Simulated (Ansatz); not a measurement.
Process, species as SMILES: FCF → C atom + 2 F atom + 2 H atom
B3LYP-D3(BJ)/def2-TZVP geometries, fixed; electronic energies without zero-point terms.

Basis-set convergence of the atomisation energy at CCSD(T) with Ansatz (a quantum-chemistry and plane-wave program). Cartesian d functions, on some or all atoms, in 6-31+G*; all else is spherical. Cores are frozen. Open shells are unrestricted. No added dispersion term, no relativity. Functions are those of the species that has most. Reference: Hartree-Fock in cc-pVQZ plus the correlation part extrapolated as X^-3 from cc-pVTZ and cc-pVQZ, 437.11 kcal/mol, itself unsure by roughly 1.77 kcal/mol (a third of the extrapolation step and of the last Hartree-Fock step). Deviations are taken from unrounded values.

| basis | functions | atomisation energy (kcal/mol) | minus reference (kcal/mol) |
|---|---|---|---|
| STO-3G | 17 | 383.10 | -54.01 |
| 6-31G | 31 | 354.44 | -82.67 |
| 6-31+G* | 61 | 401.54 | -35.58 |
| 6-311G** | 66 | 407.84 | -29.28 |
| def2-SVPD | 82 | 420.76 | -16.36 |
| aug-pcseg-1 | 87 | 417.60 | -19.51 |
| cc-pVTZ | 118 | 425.52 | -11.59 |
| pcseg-2 | 118 | 428.42 | -8.70 |
| def2-TZVPPD | 151 | 427.22 | -9.89 |
| 6-311++G(3df,3pd) | 153 | 431.04 | -6.08 |
| def2-QZVPP | 231 | 432.70 | -4.42 |
| pcseg-3 | 246 | 434.56 | -2.56 |
| def2-QZVPPD | 261 | 432.89 | -4.22 |
